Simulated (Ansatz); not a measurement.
The input, for Ansatz 0.2.0:

```yaml
crystal:
  periodic: [false, false, false]
  atoms:
    - {symbol: Si, position_ang: [-0.012328, -0.478417, 0.017287]}
    - {symbol: O, position_ang: [-0.013161, 0.390254, -1.300409]}
    - {symbol: O, position_ang: [0.034803, 0.449564, 1.270064]}
basis:
  gaussian: {orbitals: def2-SVP}
magnetization: {spin_polarized: false, initial_magnetization: 2}
correlation: {method: sc_nevpt2, electrons: outside_noble_gas}
```

```sh
$ ansatz run in.yaml --threads 1 --pin off --events-out ev --progress --plain --max-ram 2393MiB
```

One thing in this input was set wrong on purpose, beside settings that are merely unusual. What is the gravest fault, and what does the program do?

Method needs an active space. How the run ends: refused.
```
Error: this correlation method needs an active space: name one as the reference
```
